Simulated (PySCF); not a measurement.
# C4H5N (Cyclopropylisocyanide): the cost of one run

Programs: PySCF 2.14.0, with density-fitted response routines of our own. Each step states its level of theory. These are calculated values for one molecule, in the gas phase or a continuum, unless marked as measured. Atoms are numbered from 0 throughout.

## Step 1: The starting structure

10 atoms, charge 0, multiplicity 1; geometry from: GFN2-xTB. The atoms were then displaced at random by about 0.01 Å, so the start is not that level's minimum.

Bonds of the start (Å): C0–N1 1.19, N1–C2 1.39, C2–C3 1.48, C3–C4 1.52, C4–C2 1.49, C2–H5 1.09, C3–H6 1.06, C3–H7 1.09, C4–H8 1.05, C4–H9 1.09.

## Step 2: Geometry optimisation at PBE0-D3(BJ)/def2-TZVP

What the job is given:

```
{"job": {"xc": "PBE0", "basis": "def2-TZVP", "d3": "d3bj", "grid": 2, "shake": 0.01, "kind": "geom"}, "charge": 0, "multiplicity": 1}
C      2.653320    -0.836260    -0.174260
N      1.553530    -0.529940     0.168300
C      0.264880    -0.187480     0.559170
C     -0.379260     0.951480    -0.135950
C     -0.863570    -0.465200    -0.378790
H      0.129690    -0.310290     1.631360
H      0.133950     1.448880    -0.923060
H     -1.016370     1.606230     0.459260
H     -0.629890    -0.907480    -1.300090
H     -1.795850    -0.790860     0.073000
```

On the command line:

```
OMP_NUM_THREADS=1 python probes_run.py task.json out
```

The driver reads the jobs from task.json and runs them one after another.

**Question.** How long does this first job take on 1 thread of Arm Neoverse N1, shared host, and how much memory does it need?

About 2.6 min, with a peak of 0.7 GiB.
